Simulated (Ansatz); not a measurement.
Input file:

```yaml
crystal:
  periodic: [false, false, false]
  atoms:
    - {symbol: Sn, position_ang: [0.000000, 0.000000, 0.000000]}
    - {symbol: H, position_ang: [0.000000, 0.000000, 1.526000]}
basis:
  gaussian: {orbitals: def2-TZVPP}
total_charge: 1
magnetization: {spin_polarized: false, initial_magnetization: 2}
correlation: {method: ccsd_t, electrons: outside_noble_gas}
```

```sh
$ ansatz run in.yaml --threads 1 --pin off --events-out ev --progress --plain --max-ram 2393MiB
```

Output:

```
556 factors; integrals over basis functions are off by at most 7.2e-4 eV
mean field evaluation 1: about -5811.1112 eV, gradient 1.1e1 eV
mean field evaluation 2: about -5811.1141 eV, gradient 1.1e1 eV
mean field evaluation 4: about -5811.6036 eV, gradient 1.4e0 eV
mean field evaluation 8: about -5811.6428 eV, gradient 2.8e-1 eV
mean field evaluation 16: about -5811.5153 eV, gradient 5.4e0 eV
mean field evaluation 32: about -5811.6419 eV, gradient 6.3e-1 eV
mean field -5811.64474756 eV, -213.5740051984 hartree, gradient 1.1e-6 eV, S^2 2.000000; 2 other end points of the search recorded, 0 dependent functions left out
mean field evaluation 64: about -5811.7647 eV, gradient 2.9e-3 eV
9 core orbitals not correlated: weight in the atoms' cores, before any rotation towards them, 0.997 or more for the frozen orbitals, at most 0.002 for the correlated occupied ones
reference -5811.64474756 eV, -213.5740051984 hartree; 3, 1 occupied and 52, 54 virtual orbitals, 556 factors
second order -1.14369538 eV of doubles, -0.04183873 eV of singles
cycle   1  -1.40852387 eV  change   -2.2e-1 eV  update   4.5e-2
cycle   2  -1.52510458 eV  change   -1.2e-1 eV  update   2.3e-2
cycle   3  -1.53659188 eV  change   -1.1e-2 eV  update   9.4e-3
cycle   4  -1.53918349 eV  change   -2.6e-3 eV  update   2.6e-3
cycle   5  -1.53879782 eV  change    3.9e-4 eV  update   6.7e-4
cycle   6  -1.53883696 eV  change   -3.9e-5 eV  update   1.6e-4
cycle   7  -1.53889461 eV  change   -5.8e-5 eV  update   4.1e-5
cycle   8  -1.53887725 eV  change    1.7e-5 eV  update   1.1e-5
cycle   9  -1.53888030 eV  change   -3.0e-6 eV  update   3.5e-6
perturbative correction -0.03355091 eV, -0.0012329730 hartree
Total energy: -5813.21717876 eV, -213.6317909794 hartree
```

For the same geometry and basis full CI lies 4.5 meV lower.

Ran on 1 thread of Arm Neoverse V1, shared host: 1.9 s wall, 0.17 GiB peak host memory.
